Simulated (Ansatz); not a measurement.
Results of LDA in Ansatz (plane waves, PAW) for hcp Cd.

Numerical settings: plane-wave cutoff 520 eV, 16×16×10 k mesh (along the axes of the cell as run), Fermi–Dirac smearing 0.1 eV, perturbation theory, force constants from a 4×4×2 q mesh, scalar-relativistic PAW data made under PBE.

Computed at the level's own relaxed cell.

```xyz
2
Lattice="2.9031 0.0000 0.0000 -1.4515 2.5141 0.0000 0.0000 0.0000 5.4971" Properties=species:S:1:pos:R:3 pbc="T T T"
Cd     1.4515     0.8380     4.1229
Cd     0.0000     1.6761     1.3743
```

Harmonic phonon frequencies (cm⁻¹; i marks an imaginary mode):

| q point | frequencies |
|---|---|
| Γ | [?] |
| A | 33 33 33 33 66 66 |

Q: What belongs in the gaps?

A: 
- Γ, frequencies: 0 0 0 41 41 101

No imaginary mode appears at these points.

Ansatz is an electronic-structure program.
